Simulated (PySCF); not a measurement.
# CF⁺, PBE0: how much the basis matters

PySCF, UKS reference; singlet, unpaired electrons none; De to C⁺ + F without counterpoise correction.

| basis | relativity | functions | Re (Å) | ωe (cm⁻¹) | De (eV) | μ (D) |
| --- | --- | --- | --- | --- | --- | --- |
| STO-3G | no relativity | 10 | 1.250 | 1652 | 8.52 | -1.02 |
| aug-cc-pVDZ | no relativity | 46 | 1.163 | 1765 | 7.73 | -1.07 |
| pcseg-2 | no relativity | 60 | 1.152 | 1820 | 8.00 | -1.01 |
| def2-TZVP | no relativity | 62 | 1.153 | 1817 | 8.00 | -1.01 |
| def2-TZVPPD | no relativity | 77 | 1.153 | 1815 | 7.98 | -1.01 |

(1) How does each smaller set differ from the one with most functions, def2-TZVPPD?

A positive dipole points towards F; it is taken about the centre of mass and depends on that origin. For an ion De counts to the pair picked by the measured ionisation energies or electron affinities, which need not be the lowest pair at this level. STO-3G is very small, so such numbers show the basis as much as the molecule.

Results:

(1) STO-3G: +9.7 pm, -9.0 % in ωe, +0.54 eV in De; aug-cc-pVDZ: +1.0 pm, -2.8 % in ωe, -0.25 eV in De; pcseg-2: -0.1 pm, +0.3 % in ωe, +0.02 eV in De; def2-TZVP: +0.0 pm, +0.1 % in ωe, +0.02 eV in De. All at PBE0; the set with most functions is neither the basis-set limit nor always the best.
